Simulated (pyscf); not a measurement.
PySCF, gas phase, ωB97X-D3(BJ)/def2-SVP geometries.

**Question.** Estimate the classical barrier height and the reaction energy of methane (CH₄) + •HN–ZnH → H₃C–Zn–NH• + hydrogen (H₂) at ωB97M-D3(BJ)/def2-TZVP. The step runs on the doublet surface, breaks C–H, H–Zn and forms C–Zn, H–H; take the separated reactants as zero.

**Answer.** ΔE‡ = 2.34 eV, ΔE = +0.45 eV. Zero-point energy shifts the barrier by -0.07 eV. It is a four-centre exchange, with an imaginary mode of 1637i cm⁻¹. At the saddle there is also a short H–Zn contact that neither side keeps. •HN–ZnH lies 1.35 eV over its isomer [H₂N–Zn]• (electronic energy, ωB97M-D3(BJ)/def2-TZVP). H₃C–Zn–NH• lies 0.57 eV over its isomer [H₃C–NH–Zn]• (electronic energy, ωB97M-D3(BJ)/def2-TZVP). One saddle was located; it need not be the lowest between these sides. Elements up to Kr have no core potential and no relativistic terms here.
